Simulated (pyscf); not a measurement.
Structures and frequencies: ωB97X-D3(BJ)/def2-SVP in PySCF.

Question: TeH₂ + SiH₄ -> H₃Si–TeH + H₂
Surface: singlet. Broken: H–Te, H–Si. Formed: Si–Te, H–H. Give ΔE‡ and ΔE from ωB97M-D3(BJ)/def2-TZVP, relative to the separated reactants.

Answer: ΔE‡ = 50.2 kcal/mol, ΔE = -7.1 kcal/mol. Zero-point energy shifts the barrier by +0.7 kcal/mol. It is a four-centre exchange, with an imaginary mode of 1297i cm⁻¹. One saddle was located; it need not be the lowest between these sides. Elements past Kr carry the def2 core potentials, without spin-orbit coupling.
